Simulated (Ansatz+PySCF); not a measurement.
A calculation with PySCF 2.14.0.

```python
from pyscf import gto, scf, mp

# the (T+d) and (D+d) sets load through basis_set_exchange
mol = gto.M(atom="""
Si 0.000000 -0.483990 0.000000
H 0.000000 0.242000 1.242880
H 0.000000 0.242000 -1.242880
""", basis={'H': 'cc-pvtz', 'Si': 'cc-pv(t+d)z'}, charge=1, spin=1)
mf = scf.UHF(mol)
mf.kernel()
pt = mp.MP2(mf, frozen=5).run()
print(mf.e_tot, pt.e_corr, pt.e_tot)
```

The script is written out from the run's settings.

Output:

```
Converged                       : yes
Reference energy                : -289.74167 hartree
Correlation energy              : -0.07510 hartree
Total energy                    : -289.81677 hartree
Spin squared of the determinant : 0.755
```
